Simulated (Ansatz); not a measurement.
We consider rock-salt TiC, described by LDA (PAW; Ansatz, a first-principles code).

Run with plane-wave cutoff 520 eV, 16×16×16 k mesh, Fermi–Dirac smearing 0.1 eV, perturbation theory, no spin polarisation, scalar-relativistic PAW data made under PBE.

Computed at the level's own relaxed cell.

TiC has the cubic space group Fm-3m (No. 225), the rock salt structure, Pearson symbol cF8. Cell: a = 4.261 Å, b = 4.261 Å, c = 4.261 Å, α = 90.00°, β = 90.00°, γ = 90.00°. Ti on 4a is coordinated by 6 C at 2.130 Å and 12 Ti at 3.013 Å. C on 4b is coordinated by 6 Ti at 2.130 Å (octahedral). (Neighbours: up to the widest gap in distance over summed covalent radii, below 1.35, at either atom; cation-cation and far metal-metal contacts left out.)
(The calculation used a cell of 2 atoms; values per cell refer to that cell.)

Harmonic phonon frequencies (cm⁻¹; i marks an imaginary mode):

```json
[
 {"q point": "Γ", "frequencies": "___"},
 {"q point": "X", "frequencies": "___"},
 {"q point": "U", "frequencies": "306 359 376 575 621 659"},
 {"q point": "L", "frequencies": "278 278 469 597 597 745"}
]
```

Q: Some entries are withheld; supply them.

A: 
- Γ, frequencies: 0 0 0 553 553 553
- X, frequencies: 304 304 377 549 549 613

No imaginary mode appears at these points.
